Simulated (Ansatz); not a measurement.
Start from `CCC(F)S` and change one atom or group to get `FC(S)S`.

Ansatz, PBE0-D4/def2-TZVP geometries, multiplicity 1. Each molecule was computed in one conformer, which needn't be the lowest.

```tsv
property	`CCC(F)S`
LUMO energy (PBE0/def2-TZVPP) / eV	0.38
HOMO energy (PBE/def2-TZVPP) / eV	-6.11
HOMO energy (ωB97M-V/def2-TZVPP) / eV	-9.64
size of the dipole moment (B3LYP/def2-TZVPP) / D	1.99
HOMO energy (B3LYP/def2-TZVPP) / eV	-7.14
LUMO energy (B3LYP/def2-TZVPP) / eV	0.09
```

Task: Give the same properties after the change, and the shifts. (Estimate.)

Result: Ansatz gave: 
```
                                        property  `FC(S)S`  shift
              LUMO energy (PBE0/def2-TZVPP) / eV     -0.33  -0.71
               HOMO energy (PBE/def2-TZVPP) / eV     -6.15  -0.04
           HOMO energy (ωB97M-V/def2-TZVPP) / eV     -9.63   0.01
size of the dipole moment (B3LYP/def2-TZVPP) / D      2.25   0.26
             HOMO energy (B3LYP/def2-TZVPP) / eV     -7.18  -0.04
             LUMO energy (B3LYP/def2-TZVPP) / eV     -0.59  -0.68
```

The zero-point energy changes by -151.0 kJ/mol with -15 modes. Dipoles are sizes alone; their direction can turn.

Positive LUMOs are unbound, so they and the gaps depend on the basis.

B3LYP here is the variant with VWN-RPA as its local correlation; programs differ in this.
